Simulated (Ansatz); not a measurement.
# A ladder of methods for CH5B (BH2Me)

CH5B has 7 atoms, charge 0, and is taken as a singlet. As SMILES, `[H]B([H])C`. The coordinates come from a GFN2-xTB relaxation.

Each level gives the electronic atomisation energy (eV). The values are calculated. Electronic energies at fixed atoms, without zero-point motion or spin-orbit coupling.

```
         level                   kind  program  value (eV)  less FCI/STO-3G  CPU time (all runs)
     HF/STO-3G           Hartree–Fock   Ansatz       26.86            -1.56               0.11 s
   BLYP/STO-3G                    GGA   Ansatz       32.11            +3.69                1.8 s
  BHLYP/STO-3G          global hybrid   Ansatz       31.88            +3.46                  1 s
 B2PLYP/STO-3G          double hybrid   Ansatz       31.04            +2.62                1.3 s
RPA@PBE/STO-3G                    RPA   Ansatz       27.95            -0.47                1.8 s
    MP2/STO-3G    perturbation theory   Ansatz       28.40            -0.02               0.12 s
   CCSD/STO-3G  coupled cluster or CI   Ansatz       28.39            -0.03               0.22 s
    FCI/STO-3G     exact in the basis   Ansatz       28.42             0.00                9.5 s
```

FCI/STO-3G is exact within its basis and frozen core, so for wave-function methods in that basis the difference is their error; functionals converge differently with the basis, so for them it is only a difference. The values span 26.86 to 32.11 eV. All rows use very small basis sets, so none should be taken for the real molecule's value. Times are those of the runs behind each value, whatever else they computed, on shared processors of several kinds: orders of magnitude only.
